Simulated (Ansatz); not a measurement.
## Structure relaxation of PtF

Computed with DFT PBE, scalar-relativistic, plane waves, PAW in Ansatz 0.2.0. Cutoff 420 eV, Γ-centred k mesh, Gaussian smearing, no spin polarisation in the final step.

The start puts PtF on the CuPt (L1_1) structure type (R-3m, No. 166), with Pt in place of Cu, F in place of Pt, at a guessed volume.

```yaml
crystal:
  lattice:
    - [1.31420, 0.75875, 4.18596]
    - [-1.31420, 0.75875, 4.18596]
    - [0.00000, -1.51750, 4.18596]
  atoms:
    - { symbol: Pt, position: [0.00000, 0.00000, 0.00000] }
    - { symbol: F, position: [0.50000, 0.50000, 0.50000] }
```

Cell and atoms relax at zero pressure; the relaxation can't lower the symmetry of the start. After a coarse first stage the cell is made exact in the group found at 0.06 Å.

Formation energies are uncorrected and refer to the elements' standard structures at the same level (F₂ as a molecule).

What does it relax into?

It keeps R-3m (No. 166). The result has the CuPt (L1_1) structure. Conventional cell: a = 2.721 Å, c = 12.202 Å. Pt is coordinated by 6 F at 2.57 Å and 6 Pt at 2.72 Å; F has 6 Pt at 2.57 Å and 6 F at 2.72 Å.

Space group R-3m:H (No. 166). a = 2.721 Å, b = 2.721 Å, c = 12.202 Å, α = 90.00°, β = 90.00°, γ = 120.00°
```csv
atom,site,symmetry,x,y,z
Pt,3a,-3m,0.0000,0.0000,0.0000
F,3b,-3m,0.6667,0.3333,0.8333
```

What are its volume, energy, density and gap?

The volume per atom is 13.04 Å³ and the density is 13.63 g/cm³. The energy over the elements is 0.03 eV/atom and the gap on the 24×24×24 mesh is 0 eV (a metal).

The final run used a 24×24×24 mesh on its 2-atom cell and 0.10 eV smearing. For metals, differences of a few meV/atom aren't resolved. Spin–orbit coupling is left out. A structure relaxed within its symmetry needn't be a true minimum.

Cost: 3 runs of about 3.7 core-minutes in all, on Arm Neoverse V1 (shared hosts).